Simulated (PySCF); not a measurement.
B3LYP has the VWN-RPA correlation part, as in Gaussian. Delta-SCF ions had no search for a lower state. 

# H$_{4}$Si, SMILES `[SiH4]` (charge 0, multiplicity 1)

Computed with B3LYP-D3(BJ)/def2-TZVP // B3LYP-D3(BJ)/def2-SVP run with PySCF 2.14.0.

```
Item                                                                    Value
--------------------------------------  -------------------------------------
HOMO                                                                 -9.65 eV
dipole moment                                                          0.00 D
LUMO                                                                  0.83 eV
HOMO–LUMO gap                                                        10.47 eV
vertical ionisation energy (Delta-SCF)                               12.44 eV
total energy                                                      -7943.53 eV
cost                                    about 9 core-seconds (a rough figure)
```

Bonded distances (Å): Si1–H2 1.491, Si1–H3 1.491, Si1–H4 1.491, Si1–H5 1.491. Bond angles (°): H2–Si1–H3 109.5, H2–Si1–H4 109.5, H2–Si1–H5 109.5, H3–Si1–H4 109.5, H3–Si1–H5 109.5, H4–Si1–H5 109.5.
Charge 0, spin multiplicity 1.
